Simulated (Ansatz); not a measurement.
# ClH₂NSi: vertical ionisation energy

Aim: the vertical ionisation energy of ClH₂NSi, as cation minus neutral at the neutral's geometry, on several levels, and how well −ε(HOMO) stands in for it.

Method: unrestricted cation, the program's frozen cores in correlated methods; program: Ansatz 0.2.0, Gaussian basis.

Plan: UKS PBE-D4/def2-TZVPP; UKS r2SCAN-D4/def2-TZVPP; UKS PBE0-D4/def2-TZVPP; UKS B3LYP-D4/def2-TZVPP; UKS wB97X-V/def2-TZVPP; UKS wB97M-V/def2-TZVPP; UKS B2PLYP/def2-TZVPP; UHF-CCSD(T)/def2-TZVPP; UHF-CCSD(T)/def2-QZVPP; extrapolation to the limit; then −ε(HOMO) from the neutral's earlier runs with LDA (SPW92), PBE-D4, revPBE-D4, BLYP-D4, r2SCAN-D4, B97M-V, PBE0-D4, B3LYP-D4, r2SCANh-D4, r2SCAN0-D4, HSE06-D4, BHLYP-D4, CAM-B3LYP-D4, LC-ωPBE, ωB97X-V, ωB97M-V.

## (1) The geometry

An earlier PBE0-D4 in a triple-zeta def2 set relaxation fixed the geometry.

SMILES `N[Si]Cl`, 5 atoms, charge 0, spin multiplicity 1.

Atoms are counted from 1 here; the program's logs count them from 0.

Bond lengths: N1–Si2 1.701 Å, N1–H4 1.009 Å, N1–H5 1.010 Å, Si2–Cl3 2.104 Å. Angles: Si2–N1–H4 121.0°, Si2–N1–H5 126.0°, H4–N1–H5 113.0°, N1–Si2–Cl3 98.2°.

Geometry (Å):

```
N    -0.1482    0.5835   -0.2339
Si   -0.1162   -0.3418    1.1926
Cl    0.6490   -2.1245    0.3773
H    -0.4733    1.5386   -0.2274
H     0.1386    0.2706   -1.1500
```

## (2) Cation, UKS PBE-D4/def2-TZVPP

The input, in.yaml:

```yaml
crystal:
  periodic: [false, false, false]
  atoms:
    - {symbol: N, position_ang: [-0.148250, 0.583450, -0.233885]}
    - {symbol: Si, position_ang: [-0.116229, -0.341783, 1.192573]}
    - {symbol: Cl, position_ang: [0.648995, -2.124478, 0.377265]}
    - {symbol: H, position_ang: [-0.473349, 1.538615, -0.227367]}
    - {symbol: H, position_ang: [0.138633, 0.270596, -1.149984]}
basis:
  gaussian: {orbitals: def2-TZVPP}
total_charge: 1
magnetization: {spin_polarized: true, initial_magnetization: 1}
hamiltonian: {xc: pbe, dispersion: d4}
```

Started as:

```sh
> ansatz run in.yaml --threads 2 --pin off --events-out ev --progress --plain --max-ram 32768MiB --backend cpu
```

The runs that follow: Cation, UKS r2SCAN-D4/def2-TZVPP; Cation, UKS PBE0-D4/def2-TZVPP; Cation, UKS B3LYP-D4/def2-TZVPP; Cation, UKS wB97X-V/def2-TZVPP; Cation, UKS wB97M-V/def2-TZVPP; Cation, UKS B2PLYP (frozen core)/def2-TZVPP; Cation, UHF-CCSD(T)/def2-TZVPP; Cation, UHF-CCSD(T)/def2-QZVPP.

Before running them: what should the planned runs give, taken together? Wanted: ionisation energy, CCSD(T)/CBS; nearest functional by difference; nearest −ε(HOMO); −ε(HOMO) of PBE; T1 of the cation.

As calculated:

| quantity | value |
| --- | --- |
| ionisation energy, CCSD(T)/CBS | 9.59 eV |
| nearest functional by difference | ωB97M-V (-0.10 eV) |
| nearest −ε(HOMO) | LC-ωPBE (+0.12 eV) |
| −ε(HOMO) of PBE | 6.02 eV |
| T1 of the cation | 0.021 |

What this shows: By cation minus neutral, the functionals miss by 0.38 eV at most. The PBE orbital energy is 3.6 eV too small: a semilocal HOMO is no ionisation energy. Among orbital estimates LC-ωPBE comes nearest. Hartree-Fock falls 1.04 eV short, as the neutral has more correlation energy than the cation. The cation may have settled in a state other than its lowest; no search over hole states beyond the program's own was made.
